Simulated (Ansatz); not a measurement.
```yaml
crystal:
  periodic: [false, false, false]
  atoms:
    - {symbol: Zr, position_ang: [-0.622947, -0.120424, -0.000680]}
    - {symbol: N, position_ang: [1.782832, -0.130559, 0.003638]}
    - {symbol: N, position_ang: [2.274347, 0.914866, 0.000789]}
basis:
  gaussian: {orbitals: def2-TZVP}
magnetization: {spin_polarized: true, initial_magnetization: 2}
hamiltonian: {xc: pbe0}
relax: {f_tol: 0.004, max_steps: 80}
```

```sh
$ ansatz run in.yaml --threads 1 --pin off --events-out ev --progress --plain --max-ram 2176MiB
```

Steps of the relaxation (energy above the last step; positions in Å, forces in eV/Å):

```
3
step 1, 962.8 meV
Zr   -0.623   -0.120   -0.001    0.783   -0.021    0.001
N     1.783   -0.131    0.004    0.903    3.696   -0.012
N     2.274    0.915    0.001   -1.686   -3.674    0.010
```

```
3
step 2, 749.4 meV
Zr   -0.490   -0.110    0.000    0.374   -0.180    0.001
N     1.693   -0.106    0.003   -1.096   -0.409    0.000
N     2.232    0.879    0.001    0.722    0.589   -0.001
```

```
3
step 3, 588.9 meV
Zr   -0.423   -0.135    0.000   -0.633   -0.543    0.001
N     1.584   -0.051    0.003   -0.847    0.111   -0.002
N     2.273    0.850    0.001    1.480    0.432    0.001
```

```
3
step 8, 0.0 meV
Zr   -0.506   -0.325    0.000    0.000    0.000    0.000
N     1.434    0.317    0.001    0.000    0.000    0.000
N     2.506    0.672    0.002    0.000    0.000    0.000
```

Close pairs at the end: N2–N3 1.129 Å, Zr1–N2 2.044 Å, Zr1–N3 3.172 Å.

A stationary point of unrestricted PBE0 after 8 steps, with ⟨S²⟩ = 2.644 against 2.00 for a pure state; no frequencies were run, so it isn't proven a minimum. 2.5 min on 1 thread of AMD EPYC 9R45, shared host.
